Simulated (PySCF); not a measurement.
Molecule: `[N+](#[C-])C`, C2H3N.

Geometry:
| atom | x (Å) | y (Å) | z (Å) |
| --- | --- | --- | --- |
| C1 | 2.104 | 0.208 | 0.007 |
| N2 | 0.938 | 0.084 | -0.003 |
| C3 | -0.461 | -0.066 | -0.016 |
| H4 | -0.756 | -0.828 | -0.753 |
| H5 | -0.819 | -0.379 | 0.976 |
| H6 | -0.944 | 0.885 | -0.281 |

Spin–spin couplings on one PBE0-D3(BJ)/def2-SVP geometry, PySCF 2.14, gas phase, non-relativistic, equivalent pairs averaged; isotopes 13C, 1H; basis pcJ-1.

Reference values (Hz): 1J(C3,H4) = 145.2 (measured; Green and Yates, arXiv:1403.0524 (values compiled by Lantto, Vaara, Helgaker 2002)); 3J(C1,H4) = 2.7 (measured; Green and Yates, arXiv:1403.0524 (values compiled by Lantto, Vaara, Helgaker 2002)).

Task: How do the couplings (Hz) change with the functional? Times are CPU seconds on shared hosts with different chips, so compare them loosely; the GGAs took longer than the global hybrids here, which isn't the general rule, and the cause wasn't traced.

Result: 
```
functional  functions  1J(C3,H4)  3J(C1,H4)  mean abs. error  core-s
        HF        111      183.0        6.7             20.9     1.7
       LDA        111      111.5        0.8             17.8     3.1
       PBE        111      135.2        2.2              5.3     4.6
       KT2        111      143.2        1.5              1.6     4.6
     B3LYP        111      148.2        2.8              1.6     3.2
      PBE0        111      140.2        2.5              2.6     4.3
     B97-2        111      134.1        4.7              6.5       4
 BHandHLYP        111      160.2        3.7              8.0     3.2
 CAM-B3LYP        111      145.7        2.3              0.5     3.7
```

Errors compare magnitudes, without vibrational corrections, and the largest couplings weigh most in the mean. Closest: CAM-B3LYP; furthest: HF.
